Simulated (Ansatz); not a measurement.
# C2H5ClO: basis-set convergence

One table from this session's results is given with a row withheld; the runs are named, their logs left out.

Computed with Ansatz 0.2.0, Gaussian basis. Level: one geometry, several basis sets.

Levels to be run: PBE0-D4/def2-SVP; ωB97M-V/def2-SVP; PBE0-D4/def2-QZVPP; ωB97M-V/def2-QZVPP; the functionals' def2-TZVPP values are taken from earlier runs.

**Structure used throughout**

An earlier PBE0-D4 in a triple-zeta def2 set relaxation fixed the geometry.

9 atoms, charge 0, spin multiplicity 1.

Atoms are counted from 1 here; the program's logs count them from 0.

Bond lengths: C1–C2 1.507 Å, C1–H5 1.090 Å, C1–H6 1.093 Å, C1–H7 1.093 Å, C2–O3 1.375 Å, C2–Cl4 1.825 Å, C2–H8 1.089 Å, O3–H9 0.963 Å. Angles: C2–C1–H5 111.0°, C2–C1–H6 110.4°, C2–C1–H7 109.0°, H5–C1–H6 108.2°, H5–C1–H7 109.2°, H6–C1–H7 109.0°, C1–C2–O3 114.0°, C1–C2–Cl4 108.5°, C1–C2–H8 112.3°, O3–C2–Cl4 110.9°, O3–C2–H8 106.6°, Cl4–C2–H8 104.2°, C2–O3–H9 108.9°.

The first run:

in.yaml

```yaml
crystal:
  periodic: [false, false, false]
  atoms:
    - {symbol: C, position_ang: [0.275580, 0.738679, -0.493368]}
    - {symbol: C, position_ang: [-0.105643, -0.638266, -0.015383]}
    - {symbol: O, position_ang: [0.358507, -0.941336, 1.242443]}
    - {symbol: Cl, position_ang: [-1.922489, -0.794735, -0.093203]}
    - {symbol: H, position_ang: [-0.085220, 0.913158, -1.506671]}
    - {symbol: H, position_ang: [-0.156509, 1.501772, 0.158956]}
    - {symbol: H, position_ang: [1.364130, 0.832513, -0.478517]}
    - {symbol: H, position_ang: [0.258386, -1.420820, -0.679023]}
    - {symbol: H, position_ang: [0.101857, -0.237163, 1.847665]}
basis:
  gaussian: {orbitals: def2-SVP}
hamiltonian: {xc: pbe0, dispersion: d4}
output: {orbitals: {seedname: orbitals}}
```

Launch:

```
$ ansatz run in.yaml --threads 2 --pin off --events-out ev --progress --plain --max-ram 4352MiB
```

Steps of the session up to this table: PBE0-D4 in def2-SVP; ωB97M-V in def2-SVP; PBE0-D4 in def2-QZVPP; ωB97M-V in def2-QZVPP.

One of the session's tables, all rows but one given; the rest of the session is left out.

It belongs to the step «Density functionals: the series». 

```
functional       basis  HOMO (eV)  LUMO (eV)
   PBE0-D4    def2-SVP      -8.17       1.23
   PBE0-D4  def2-TZVPP      -8.39       0.69
   PBE0-D4  def2-QZVPP      -8.44       0.35
   ωB97M-V    def2-SVP     -10.46       3.12
   ωB97M-V  def2-TZVPP          ?          ?
   ωB97M-V  def2-QZVPP     -10.78       1.66
```

**Question.** Estimate the row for ωB97M-V, def2-TZVPP.

As computed: HOMO (eV): -10.72; LUMO (eV): 2.33. In the column «HOMO (eV)» it lies between ωB97M-V, def2-QZVPP (-10.78) and ωB97M-V, def2-SVP (-10.46).
